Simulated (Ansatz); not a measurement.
## Zinc, hcp: convergence with Gaussian smearing

Computed with Ansatz, LDA, scalar-relativistic PAW, on the relaxed cell (a = 2.571 Å, c = 4.736 Å (c/a = 1.842); spin not included). Errors count from a run at 420 eV on a Γ-centred 23×23×11 mesh with Fermi-Dirac smearing of 0.1 eV, extrapolated to zero width. Fixed here: cutoff 420 eV, mesh 14×14×7. The SCF starts from atomic densities corrected by a trained network.

```
width (eV)  E(σ→0) error (meV/atom)  F error (meV/atom)  P (GPa)  SCF iterations
      0.01                      1.6                 1.6     0.01               6
      0.03                      1.6                 1.5     0.00               6
       0.1                      1.6                 1.3     0.00               6
       0.3                      2.5                -2.5     0.08               6
       0.6                      2.4               -17.5     0.30               6
       1.0                      3.8               -53.5     0.87               6
```

**Question.** What does the run at 0.2 give (width)?

**Answer.** E(σ→0) error (meV/atom): 2.1; F error (meV/atom): 0.2; P (GPa): 0.04; SCF iterations: 6.
